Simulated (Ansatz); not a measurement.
Energy needed to pull apart CH4SSi (SMILES CS[SiH]), closed shell, into free ground-state atoms, from the structure below (displaced at random from its PBE0-D4/def2-TZVP minimum); no zero-point or spin–orbit terms; open-shell atoms are treated unrestricted, in their ground-state multiplicity.

```xyz
7
angstrom
C -0.8090 0.5660 -0.3580
S -0.1441 -0.6972 0.5639
Si 1.9679 -0.6093 0.2791
H -1.4281 1.2861 0.3149
H -0.1205 1.1533 -0.8853
H -1.5439 0.3280 -1.0241
H 2.0724 -1.8879 1.1745
```

Program: Ansatz 0.2.0. Basis: def2-TZVPP. Cores are frozen in the correlated methods.

```csv
method,atomization energy (kcal/mol)
PBE-D4,545.9
r2SCAN-D4,537.9
PBE0-D4,?
wB97M-V,?
HF,384.3
MP2,523.0
CCSD,511.7
CCSD(T),520.4
```

**Question.** What does wB97M-V give? (Judge from chemistry; the value comes from the calculation.)

**Answer.** Computed: 540.9 kcal/mol, which is about 20.4 kcal/mol more than CCSD(T)/def2-TZVPP.

**Question.** What does PBE0-D4 give? (An estimate is asked for; the value comes from the calculation.)

**Answer.** By the calculation: 537.5 kcal/mol, which is about 17.1 kcal/mol more than CCSD(T)/def2-TZVPP.

In triple zeta the MP2 and coupled-cluster atomization energies are still short of their basis limit by a few kcal/mol a bond, whereas those of the functionals are nearly converged, so these differences are not deviations from converged CCSD(T).

The T1 diagnostic stays at or below 0.017. The restricted Hartree–Fock reference is unstable towards an unrestricted one here.

For scale, one of the runs: CCSD(T)/def2-TZVPP forces, 171 basis functions (an equivalent command: `ansatz run in.yaml --threads 2`). Hardware: 2 CPU threads, shared host. Wall time 110 s; peak host memory 2.4 GiB.
